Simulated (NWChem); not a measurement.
System: hydrogen fluoride (HF); SMILES F

Input file for NWChem:

```
start job
memory heap 200 mb stack 900 mb global 1100 mb
geometry units angstroms noautosym nocenter noautoz
  F      0.000000     0.000000     0.087132
  H      0.000000     0.000000    -0.833067
end
basis spherical
  * library def2-svpd
end
dft
  xc pbe0
  iterations 150
end
property
  response 1 0.0
end
task dft property
```

All runs use the structure optimised with PBE0/def2-SVP.

Static field.

Problem. What results follow from this input? (PBE0/def2-SVPD.) Quantities: isotropic polarisability (bohr³); anisotropy (bohr³).

Solution. 
```
Property                          Result
--------------------------------  ------
isotropic polarisability (bohr³)     5.5
anisotropy (bohr³)                   1.4
```
